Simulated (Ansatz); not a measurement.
# CH₃B (triplet): from Hartree-Fock to the top rungs, cc-pVDZ

How much of the correlation energy of CH₃B (triplet) does each wave-function method recover here?

Method: cc-pVDZ, core rule «outside noble gas», up to 2 orbitals frozen; program: Ansatz 0.2.0, Gaussian basis.

To be run: UHF; CCSD(T) on ROHF; CCSD(T) on UHF; BCCD(T) on ROHF; CISD; CCSDT(Q) on ROHF; CCSDT(Q) on UHF; CASSCF and NEVPT2, 10 electrons in 11 orbitals.

22 further runs of the same task are left out: 1 for a mislabelled method, 6 that didn't finish, 15 set aside as unsound or not needed.

## (1) The geometry

The geometry is a PBE0/def2-TZVP stationary point (not a proven minimum).

5 atoms, charge 0, spin multiplicity 3.

Atoms are counted from 1 here; the program's logs count them from 0.

Bond lengths: B1–C2 1.511 Å, B1–H3 1.194 Å, C2–H4 1.092 Å, C2–H5 1.087 Å. Angles: C2–B1–H3 128.3°, B1–C2–H4 123.5°, B1–C2–H5 123.0°, H4–C2–H5 113.6°.

## (2) UHF

Input file in.yaml:

```yaml
crystal:
  periodic: [false, false, false]
  atoms:
    - {symbol: B, position_ang: [0.000000, -0.166725, 0.821814]}
    - {symbol: C, position_ang: [0.000000, 0.069000, -0.670687]}
    - {symbol: H, position_ang: [0.000000, 0.643783, 1.698084]}
    - {symbol: H, position_ang: [0.000000, 1.062299, -1.123373]}
    - {symbol: H, position_ang: [0.000000, -0.740028, -1.397397]}
basis:
  gaussian: {orbitals: cc-pVDZ}
magnetization: {spin_polarized: true, initial_magnetization: 2}
hamiltonian: {xc: hf}
output: {orbitals: {seedname: orbitals}}
```

Command:

```bash
$ ansatz run in.yaml --threads 1 --pin off --events-out ev --progress --plain --max-ram 2393MiB
```

After this run come: CCSD(T) on ROHF; CCSD(T) on UHF; BCCD(T) on ROHF; CISD; CCSDT(Q) on ROHF; CCSDT(Q) on UHF; CASSCF and NEVPT2, 10 electrons in 11 orbitals.

**Question.** What will the summary of the whole plan be? Wanted: UCCSDT(Q) below the RHF energy; RMP2 from UCCSDT(Q); UMP2 from UCCSDT(Q); RCCSD from UCCSDT(Q); RCCSD(T) from UCCSDT(Q); UCCSD(T) from UCCSDT(Q); RCCSDT(Q) from UCCSDT(Q); NEVPT2 valence from UCCSDT(Q); T1 diagnostic.

The runs gave:

```
                         quantity                                                   value
   UCCSDT(Q) below the RHF energy                                              -5.9047 eV
              RMP2 from UCCSDT(Q)                                            +99.8 kJ/mol
              UMP2 from UCCSDT(Q)                                           +100.6 kJ/mol
             RCCSD from UCCSDT(Q)                                            +15.6 kJ/mol
          RCCSD(T) from UCCSDT(Q)                                             +2.8 kJ/mol
          UCCSD(T) from UCCSDT(Q)                                             +2.7 kJ/mol
         RCCSDT(Q) from UCCSDT(Q)                                             +0.1 kJ/mol
    NEVPT2 valence from UCCSDT(Q)                                            +86.6 kJ/mol
levels within 1 kcal/mol (43 meV)  RCCSD(T), UCCSD(T), BCCD(T), RCCSDT, UCCSDT, RCCSDT(Q)
                    T1 diagnostic                                                   0.015
   effectively unpaired electrons                                                    2.01
```

What this shows: RCCSD(T) lands +2.8 kJ/mol from the yardstick (0.5 % of the correlation energy). One determinant dominates. These misses are within one basis, not against nature; the frozen cores of restricted and unrestricted runs differ, which can shift their rows.
